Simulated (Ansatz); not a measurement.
Molecule: O₃ (charge 0, singlet). SMILES: O=[O+][O-]
Geometry: optimised at B3LYP-D3(BJ)/def2-TZVP (Ansatz, a first-principles code).

Wanted: atomisation energy (electronic, to ground-state atoms), in kcal/mol. Cores are frozen in the correlated levels unless marked. UHF or UKS for open shells. No spin-orbit coupling. No relativistic terms. The coupled-cluster limit lacks core correlation, which all-electron functionals hold. Basis-set limits of correlation are two-point, X^-3; Hartree-Fock from the larger set. The program attaches cautions to a run behind CCSD(T)/CBS(cc-pVTZ,cc-pVQZ): large difference.

```csv
level,program,atomisation energy (kcal/mol)
HF/STO-3G,Ansatz,-79.2
```

The program attaches cautions to a run behind HF/STO-3G: large difference.

Task: Estimate the value at CCSD(T)/CBS(cc-pVTZ,cc-pVQZ) as computed with Ansatz.

Result: 143.1 kcal/mol, so HF/STO-3G differs from it by -222.3 kcal/mol.
